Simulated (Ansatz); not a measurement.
## Phonon frequency of some cubic elemental solids other than molecular ones

Method: PBE (plane waves, PAW; Ansatz, a quantum-chemistry and plane-wave program). References are measured values at room or unstated temperature, uncorrected unless marked, so that the deviations hold thermal and zero-point effects besides the level's error. The table is a random draw of 8 from 22 values with such references.

Values in cm⁻¹.

```json
[
 {"solid": "diamond (L TA)", "reference": "550 (547–564)", "PBE": "546", "deviation (%)": "-0.7"},
 {"solid": "fcc Au (X L)", "reference": "154", "PBE": "134", "deviation (%)": "-13.0"},
 {"solid": "fcc Au (X T)", "reference": "92", "PBE": "77", "deviation (%)": "-16.3"},
 {"solid": "diamond-structure Si (L LA)", "reference": "378", "PBE": "370", "deviation (%)": "-2.1"},
 {"solid": "diamond-structure Si (L LO)", "reference": "420", "PBE": "399", "deviation (%)": "-5.0"},
 {"solid": "fcc Cu (X L)", "reference": "240", "PBE": "238", "deviation (%)": "-0.8"},
 {"solid": "fcc Cu (X T)", "reference": "169", "PBE": "168", "deviation (%)": "-0.6"},
 {"solid": "fcc Cu (L T)", "reference": "114", "PBE": "113", "deviation (%)": "-0.9"}
]
```

Over these 8 values the mean deviation is -4.9 %, the mean absolute deviation 4.9 % (median 1.5 %), and the worst case fcc Au (X T) at -16.3 %; the value is below the reference in 8 of 8 cases. Over all 22, from unrounded values, the mean deviation is -4.8 % and the mean absolute deviation 5.0 % (median 2.6 %).

Spin–orbit coupling is left out, also for the solids with elements from indium on (fcc Au); its size isn't shown.

Brackets give the range of the sources taken for a reference, where it is wide; it can hold other temperatures.

Differences are worked out from the printed values.

Each level is taken at its own relaxed cell. Ansatz's density-functional and Hartree–Fock values are scalar-relativistic unless marked +SOC, with PAW data made under PBE.

Ansatz's runs of these crystals have no spin polarisation.

Not in this set, of the elemental solids other than molecular ones with a reference value in our tables and a result at some level: 8 for a run that failed a test (PBE); 5 for a doubt noted on the run at PBE; 4 for a reference of another kind, counted apart. These can be a level's best or worst cases. Solids without a released value at any level aren't counted. Layered and molecular crystals are counted apart. The metals Ce to Yb are counted apart.

References as tabulated in Greeff and Graf (2004), arXiv:cond-mat/0311614; He et al. (2014), arXiv:1309.4805; arXiv:cond-mat/0412643; Giannozzi et al., Phys. Rev. B (1991) and others.
